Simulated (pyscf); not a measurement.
# Four-centre exchange: H₃C–Be–CH₃ + hydrogen (H₂) → HBe–CH₃ + methane (CH₄)

Gas phase, singlet surface, charge 0. Bonds broken: Be1–C2, H10–H11. Bonds formed: Be1–H10, C2–H11. Structures and frequencies: ωB97X-D3(BJ)/def2-SVP in PySCF.

Transition state (Å):

```xyz
11

Be    -0.5434     0.5228     0.6685
C     -2.3391     0.9244     0.5809
C      0.4505    -0.4597    -0.2951
H     -2.4110     1.2820    -0.4612
H     -2.7711    -0.0904     0.6333
H     -2.9722     1.5822     1.1981
H      1.1119    -1.1115     0.3037
H     -0.1112    -1.1078    -0.9906
H      1.1269     0.1602    -0.9142
H     -0.2450     1.3708     1.8348
H     -1.2517     1.3638     1.4923
```

One imaginary mode, 1359i cm⁻¹; descent along it reached the two sides named.

| bond | change | reactant side (Å) | saddle | product side |
|---|---|---|---|---|
| Be1–C2 | breaks | 1.687 | 1.842 | 3.3 |
| H10–H11 | breaks | 0.760 | 1.063 | 2.8 |
| Be1–H10 | forms | 3.0 | 1.473 | 1.339 |
| C2–H11 | forms | 3.5 | 1.485 | 1.100 |

Electronic energies relative to the separated reactants (kcal/mol):

```tsv
level	barrier	reaction energy	reverse barrier
ωB97X-D3(BJ)/def2-TZVP	27.8	-4.1	31.9
PBE/def2-TZVP	21.6	-3.0	24.6
r²SCAN/def2-TZVP	23.3	-3.0	26.3
B3LYP-D3(BJ)/def2-TZVP	26.6	-4.1	30.6
PBE0-D3(BJ)/def2-TZVP	23.1	-3.6	26.7
M06-2X/def2-TZVP	29.5	-1.8	31.3
ωB97M-D3(BJ)/def2-TZVP	27.8	-4.0	31.8
HF/def2-TZVP	41.2	-9.7	50.9
```

With ωB97M-D3(BJ)/def2-TZVP energies and thermal terms (ideal gas, 1 atm, RRHO with modes under 100 cm⁻¹ raised to 100, one conformer, R ln 2 for chiral ones without a mode under 150 cm⁻¹), in kcal/mol:

```json
[
 {"T (K)": "298", "ΔH‡": "29.4", "ΔG‡": "36.8", "ΔH": "-1.4", "ΔG": "-2.1"},
 {"T (K)": "600", "ΔH‡": "28.4", "ΔG‡": "44.8", "ΔH": "-2.7", "ΔG": "-2.4"},
 {"T (K)": "900", "ΔH‡": "28.0", "ΔG‡": "53.2", "ΔH": "-3.8", "ΔG": "-2.0"},
 {"T (K)": "1200", "ΔH‡": "28.1", "ΔG‡": "61.6", "ΔH": "-4.6", "ΔG": "-1.2"}
]
```

At the saddle there is also a short Be–H contact that neither side keeps. One saddle was located; it need not be the lowest between these sides.
